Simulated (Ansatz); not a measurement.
**A ladder of methods for SiNH2Cl (SMILES N[Si]Cl)**

SiNH2Cl has 5 atoms, charge 0, and is taken as a singlet. As SMILES, `N[Si]Cl`. The shape is that of a PBE0-D4/def2-TZVP optimisation. This is one conformer, not always the lowest.

```xyz
5

N    -0.1482    0.5834   -0.2339
Si   -0.1162   -0.3418    1.1926
Cl    0.6490   -2.1245    0.3773
H    -0.4733    1.5386   -0.2274
H     0.1386    0.2706   -1.1500
```

Each level gives the energy change with the N1–H4 bond stretched from 1.009 to 2.018 Å (eV). The values are calculated.

```
                       level                   kind  program  value (eV)  less FCI/STO-3G
      HF/STO-3G (restricted)           Hartree–Fock   Ansatz        7.69            +2.91
   SVWN5/STO-3G (restricted)                    LDA   Ansatz        5.44            +0.66
  r2SCAN/STO-3G (restricted)               meta-GGA   Ansatz        5.60            +0.82
   BHLYP/STO-3G (restricted)          global hybrid   Ansatz        6.54            +1.76
 RPA@PBE/STO-3G (restricted)                    RPA   Ansatz        5.12            +0.34
 CCSD(T)/STO-3G (restricted)  coupled cluster or CI   Ansatz        4.79            +0.01
CCSDT(Q)/STO-3G (restricted)  coupled cluster or CI   Ansatz        4.78             0.00
   CCSDT/STO-3G (restricted)  coupled cluster or CI   Ansatz        4.79            +0.01
                  FCI/STO-3G     exact in the basis   Ansatz        4.78             0.00
```

FCI/STO-3G is exact within its basis and frozen core, so for wave-function methods in that basis the difference is their error; functionals converge differently with the basis, so for them it is only a difference. Spin-restricted single references rise too steeply as a bond breaks, Hartree–Fock most of all. The first shape isn't each level's own minimum. The values span 4.78 to 7.69 eV. All rows use very small basis sets, so even the best lies far from the true value.
